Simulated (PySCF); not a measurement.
# C4H5F: the cost of one run

Programs: PySCF 2.14.0, with density-fitted response routines of our own. Each step states its level of theory. These are calculated values for one molecule in the gas phase, unless marked as measured. Atoms are numbered from 0 throughout.

**1. The starting structure**

10 atoms, charge 0, multiplicity 1; geometry from: GFN2-xTB. The atoms were then displaced at random by about 0.01 Å, so the start is not that level's minimum.

Bonds of the start (Å): C0–C1 1.23, C1–C2 1.47, C2–C3 1.49, C2–F4 1.38, C0–H5 1.02, C2–H6 1.11, C3–H7 1.09, C3–H8 1.09, C3–H9 1.12.

**2. Geometry optimisation at PBE0-D3(BJ)/def2-SVP**

The job: settings as JSON, then the geometry in Å.

```
{"job": {"xc": "PBE0", "basis": "def2-SVP", "d3": "d3bj", "grid": 1, "shake": 0.01, "kind": "geom"}, "charge": 0, "multiplicity": 1}
C      2.288360    -0.022440    -0.267720
C      1.117020     0.278240    -0.069860
C     -0.296190     0.624290     0.119830
C     -1.131890    -0.609410     0.106860
F     -0.688370     1.486370    -0.886990
H      3.271510    -0.241120    -0.428730
H     -0.383400     1.185330     1.068340
H     -1.039090    -1.124900    -0.844180
H     -0.879440    -1.274700     0.936610
H     -2.208090    -0.322590     0.244780
```

Launch:

```bash
> OMP_NUM_THREADS=1 python probes_run.py task.json out
```

The driver reads the jobs from task.json and runs them one after another.

**Question.** How long does this first job take on 1 thread of Arm Neoverse V1, shared host, and how much memory does it need?

About 18 s, with a peak of 0.38 GiB.
